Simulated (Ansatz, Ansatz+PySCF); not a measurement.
```yaml
atoms:
  - { symbol: C, position_ang: [0.0000, 0.0000, -1.1165] }
  - { symbol: S, position_ang: [0.0000, 0.0000, 0.4187] }
```

RHF on singlet CS was run in several spherical basis sets with Ansatz (development build ahead of 0.2.0).

Q: Rank the basis sets by the total energy that they give, lowest first, with the distance from the lowest.
A. def2-SVP
B. def2-TZVP
C. cc-pVTZ

A: C (0.00 eV), B (0.09 eV), A (5.14 eV).

Totals follow the description of the cores as much as that of the bonds, so this order isn't one of quality for chemistry.
